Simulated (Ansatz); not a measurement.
## C₄H₄S, singlet: CASSCF and its corrections

Program: Ansatz, Gaussian basis, development build. Basis cc-pV(T+d)Z on S, cc-pVTZ on C/H, nonrelativistic, 9 orbitals frozen in the corrections. State-specific CASSCF; RHF is the lowest restricted (open-shell) Hartree–Fock solution met. Letters tell apart solutions met in one space. Solutions may break the symmetry of the shape. Lower solutions, or ones in other orbitals, may exist. The orbital stability of a CASSCF solution shown is undecided.

Geometry:

```xyz
9

S     0.0000    0.0000    1.1898
C     0.0000    1.2339   -0.0015
C     0.0000   -1.2339   -0.0015
C     0.0000    0.7092   -1.2723
C     0.0000   -0.7092   -1.2723
H     0.0000    2.2753    0.2920
H     0.0000   -2.2753    0.2920
H     0.0000    1.3219   -2.1672
H     0.0000   -1.3219   -2.1672
```

CASSCF less RHF, in eV, and natural occupations:

```csv
CAS,CASSCF,occupations
"(6,5) a",-1.359,"1.99, 1.94, 1.91, 0.10, 0.06"
"(6,5) b",-1.317,"2.00, 1.98, 1.94, 0.06, 0.02"
"(6,5) c",-1.211,"1.99, 1.98, 1.94, 0.07, 0.02"
```

Question: What totals less RHF do the corrections give on each solution?

Answer: 

```csv
CAS,SC-NEVPT2
"(6,5) a",-22.085
"(6,5) b",-21.537
"(6,5) c",-21.767
```

Question: In CAS(6,5), is the solution lowest in CASSCF also lowest after SC-NEVPT2?

Answer: Yes: (6,5) a stays lowest, 0.32 eV under the next.

Question: Roughly how much CPU time does a whole run from the default start take (median of such runs, summed over threads; nearly all runs on one pinned thread of a shared server, mostly Xeon at 2.3 to 2.6 GHz, by a development driver)?

Answer: CAS(6,5) b: about 7.5 min; CAS(6,5) c: about 3.3 min. Other jobs ran beside these, and the count of passes differs.
